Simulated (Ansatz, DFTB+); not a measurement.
## hcp Os, lattice parameter a

Reference value: 2.734 Å (measured, 293 K, no zero-point or thermal correction, our sources range from 2.734 to 2.740; as tabulated in Wikipedia's data pages).

```
level (code)              value (Å)  difference (%)
------------------------  ---------  --------------
GFN1-xTB as cut by DFTB+      2.751           +0.62
PBE (Ansatz)                  2.754           +0.73
PBE-D3(BJ) (Ansatz)           2.737           +0.11
r²SCAN+rVV10 (Ansatz)         2.731           -0.11
r²SCAN0 (Ansatz)              2.713           -0.77
```

The reference is not for a static lattice or low temperature, so close values are not ranked against it.

The reference isn't brought to a static lattice, while the calculations are for one, so the differences are not the levels' errors alone.  Density-functional levels without +SOC have no spin–orbit coupling. GFN1-xTB as cut by DFTB+: the method was fitted mainly to molecules. GFN1-xTB as cut by DFTB+: codes differ in how they cut the long-range tail of xTB's charge interaction in a crystal, so the value belongs to this code. Cutoffs and k meshes differ between the levels. Ansatz's density-functional and Hartree–Fock values are scalar-relativistic unless marked +SOC, with PAW data made under PBE.

Differences are worked out from the printed values.

Ansatz is an electronic-structure program.
